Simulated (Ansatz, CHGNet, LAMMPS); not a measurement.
## How well does each level of theory give the lattice parameter c of hcp Zr?

Reference value: 5.148 Å (measured, 293 K, not corrected to a static lattice; as tabulated in Wikipedia's data pages).

```tsv
level (code)	value (Å)	difference (%)
COMB comb3 (LAMMPS)	5.155	+0.14
CHGNet 0.3.0	5.251	+2.00
LDA (Ansatz)	5.083	-1.26
PBE (Ansatz)	5.169	+0.41
PBE-D3(BJ) (Ansatz)	5.120	-0.54
B3LYP (VWN-RPA form) (Ansatz)	5.143	-0.10
Hartree–Fock (Ansatz)	5.287	+2.70
```

The reference is not for a static lattice or low temperature, so close values are not ranked against it. Off by more than 1.75 %, or 2.45 % on the side where a correction would as a rule narrow the miss (bounds picked here): Hartree–Fock (+2.70 %), CHGNet 0.3.0 (+2.00 %).

The measured value isn't corrected to a static lattice, so vibrations enter the comparison.  Cutoffs and k meshes differ between the levels. Ansatz's density-functional and Hartree–Fock values are scalar-relativistic unless marked +SOC, with PAW data made under PBE.

Empirical potentials (COMB comb3) are fitted to chosen data: where that held the value shown, agreement is built in, and what lay outside the fit can be far off. Machine-learned potentials (CHGNet 0.3.0) are trained on DFT data: a solid inside that data is no test of them.

Differences are worked out from the printed values.

Ansatz is an electronic-structure program.
